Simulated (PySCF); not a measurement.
## Aluminium: a sound run and one with changed settings

Sound run: Al [Ne] 3s2 3p1, Al⁺ [Ne] 3s2. Calculation: PySCF 2.14, in pcseg-2; no relativity, point nucleus. The sound run starts from symmetry-adapted Hartree-Fock orbitals and uses a fine grid where one is needed.

Changed run: initial guess sap, at most 50 SCF cycles, level shift 10.0 hartree.

```csv
species,method,sound run (hartree),changed run (hartree),converged
Al,UHF,-241.86934,-241.86934,no
Al,BP86,-242.38959,-242.38829,no
Al,r2SCAN,-242.33268,-242.33180,no
Al⁺,UHF,-241.66511,-241.66510,no
Al⁺,BP86,-242.16360,-242.16350,no
Al⁺,r2SCAN,-242.10620,-242.10615,no
```

A level shift slows the SCF but leaves a converged energy unchanged.
